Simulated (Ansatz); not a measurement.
Results of r²SCAN (PAW; Ansatz, a program for electronic structure) for bcc Li.

Numerical settings: plane-wave cutoff 600 eV, 16×16×16 k mesh, Fermi–Dirac smearing 0.1 eV, finite displacements, force constants from a 4×4×4 q mesh, scalar-relativistic PAW data made under PBE.

**Question.** Estimate the zero-point energy that the calculation returns.

**Answer.** 
* **zero-point energy**: 0.040 eV/atom
